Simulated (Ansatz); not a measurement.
# BH3O: the cost of one run

All numbers below are computed with Ansatz 0.2.0 (RKS CAM-B3LYP/def2-SVP).

## Step 1: The structure to begin with

Bond lengths: B1–O2 1.410 Å, O2–H3 1.010 Å, B1–H4 1.190 Å, B1–H5 1.190 Å. Angles: B1–O2–H3 109.5°, O2–B1–H4 120.0°, O2–B1–H5 120.0°, H4–B1–H5 120.0°.

Structure file:

```xyz
5

B     0.0000    0.0000    0.0000
O     0.0000    0.0000    1.4100
H    -0.9095   -0.2814    1.7471
H     1.0305    0.0000   -0.5950
H    -1.0305    0.0000   -0.5950
```

## Step 2: Preparing the start

input.yaml

```yaml
crystal:
  periodic: [false, false, false]
  atoms:
    - { symbol: B, position_ang: [0.0, 0.0, 0.0] }
    - { symbol: O, position_ang: [0.0, 0.0, 1.41] }
    - { symbol: H, position_ang: [-0.9095, -0.2814, 1.7471] }
    - { symbol: H, position_ang: [1.0305, 0.0, -0.595] }
    - { symbol: H, position_ang: [-1.0305, 0.0, -0.595] }
basis:
  gaussian: { orbitals: def2-SVP }
hamiltonian:
  xc: cam_b3lyp
relax:
  f_tol: 0.02
  max_steps: 40
output:
  orbitals: {}
```

The run is started by

```
$ ansatz run input.yaml --threads 1 --pin off --max-ram 2048MiB --backend cpu --events-out ev --progress --plain --runs-dir out
```

**Question.** How long does this run take on 1 thread of Arm Neoverse V2, shared host, and how much memory does it need?

About 5.2 s, with a peak of 0.1 GiB.
